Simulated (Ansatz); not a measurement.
C$_{3}$H$_{8}$O$_{2}$ (`CCC(O)O`), relaxed with RKS PBE0-D4/def2-TZVP in Ansatz 0.2.0 from a PBE-D4/def2-SVP geometry. The force threshold is 0.005 eV/Å; the program also tests the step.

Charge 0, multiplicity 1.

Start:

```xyz
13

C    -1.221   -0.478   -1.015
C    -0.603   -0.272    0.365
C     0.892    0.042    0.320
O     1.321    0.190    1.656
O     1.189    1.185   -0.457
H    -2.314   -0.642   -0.948
H    -1.039    0.404   -1.661
H    -0.779   -1.357   -1.529
H    -0.747   -1.164    1.009
H    -1.095    0.571    0.902
H     1.440   -0.784   -0.197
H     2.277    0.383    1.617
H     0.678    1.920   -0.063
```

Task: How much energy does the relaxation release, and in how many steps? (An estimate is asked.)

Result: Ansatz gave: 1.21 kcal/mol, in 5 steps.

Task: Which bonds change most? (An estimate is asked.)

Result: Ansatz gave: C3–H11 from 1.118 to 1.098 Å; C1–H7 from 1.108 to 1.092 Å; C2–H10 from 1.114 to 1.097 Å; C1–H8 from 1.110 to 1.093 Å.

Task: Give the relaxed structure. (Best estimate.)

Result: Computed: 
```xyz
13

C    -1.210   -0.485   -1.009
C    -0.606   -0.252    0.363
C     0.877    0.045    0.310
O     1.323    0.163    1.634
O     1.182    1.195   -0.433
H    -2.283   -0.675   -0.936
H    -1.061    0.379   -1.658
H    -0.753   -1.349   -1.500
H    -0.750   -1.125    1.005
H    -1.096    0.588    0.869
H     1.411   -0.760   -0.213
H     2.267    0.346    1.606
H     0.698    1.930   -0.039
```
